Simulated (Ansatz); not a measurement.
# Worked example: AlGeH4⁺ (H-bridged), singlet against AlGeH₄ (H-bridged), doublet

Geometry (PBE0/def2-TZVP stationary point of a doublet), kept for both states (AlGeH4 (H-bridged), doublet: B2; AlGeH4⁺ (H-bridged), singlet: A1):

```xyz
6

Ge    0.0000    0.0000    0.7847
Al    0.0000    0.0000   -1.8784
H    -1.1260    0.0000   -0.5236
H     1.1260    0.0000   -0.5236
H     0.0000   -1.4027   -2.6096
H     0.0000    1.4027   -2.6096
```

Basis cc-pVDZ; Ansatz 0.2.0. Correlated methods freeze the noble-gas cores and the filled d shells of p-block atoms. Prefix R: restricted or restricted open-shell reference; prefix U: unrestricted. No spin–orbit coupling is included, and no scalar relativity.

Full CI isn't at hand for all of this; UCCSDT(Q) serves as the reference, and is uncertain by about the last step of the cluster series.

```json
{"level": "UHF", "E(AlGeH4 (H-bridged), doublet) (hartree)": "-2319.533637", "E(AlGeH4⁺ (H-bridged), singlet) (hartree)": "-2319.268230"}
{"level": "UMP2", "E(AlGeH4 (H-bridged), doublet) (hartree)": "-2319.688911", "E(AlGeH4⁺ (H-bridged), singlet) (hartree)": "-2319.415755"}
{"level": "UCCSD(T)", "E(AlGeH4 (H-bridged), doublet) (hartree)": "-2319.735894", "E(AlGeH4⁺ (H-bridged), singlet) (hartree)": "-2319.463538"}
{"level": "PBE", "E(AlGeH4 (H-bridged), doublet) (hartree)": "-2321.282711", "E(AlGeH4⁺ (H-bridged), singlet) (hartree)": "-2321.006878"}
{"level": "wB97M-V", "E(AlGeH4 (H-bridged), doublet) (hartree)": "-2321.598543", "E(AlGeH4⁺ (H-bridged), singlet) (hartree)": "-2321.321229"}
{"level": "UCCSDT(Q)", "E(AlGeH4 (H-bridged), doublet) (hartree)": "-2319.737185", "E(AlGeH4⁺ (H-bridged), singlet) (hartree)": "-2319.464802"}
```

**Question.** Give the vertical gap, AlGeH4⁺ (H-bridged) singlet less AlGeH4 (H-bridged) doublet, at each level in eV (1 hartree = 27.2114 eV), and each error against UCCSDT(Q).

**Answer.** UCCSDT(Q): (-2319.464802 − (-2319.737185)) × 27.2114 = 7.412 eV (the reference)
wB97M-V: (-2321.321229 − (-2321.598543)) × 27.2114 = 7.546 eV, error 0.134 eV
PBE: (-2321.006878 − (-2321.282711)) × 27.2114 = 7.506 eV, error 0.094 eV
UCCSD(T): (-2319.463538 − (-2319.735894)) × 27.2114 = 7.411 eV, error -0.001 eV
UMP2: (-2319.415755 − (-2319.688911)) × 27.2114 = 7.433 eV, error 0.021 eV
UHF: (-2319.268230 − (-2319.533637)) × 27.2114 = 7.222 eV, error -0.190 eV

Total energies of functionals can't be set beside those of wave-function methods, since they hold the core's correlation and their own absolute errors; only the differences compare.

In so small a basis the reference is far from its limit while semilocal and hybrid functionals are nearer theirs, so the functionals' errors here hold much of the reference's basis and frozen-core error, which can add to them or hide them.

Each level lands on the state that its own search finds. T1 diagnostics of restricted CCSD: 0.017 and 0.016.
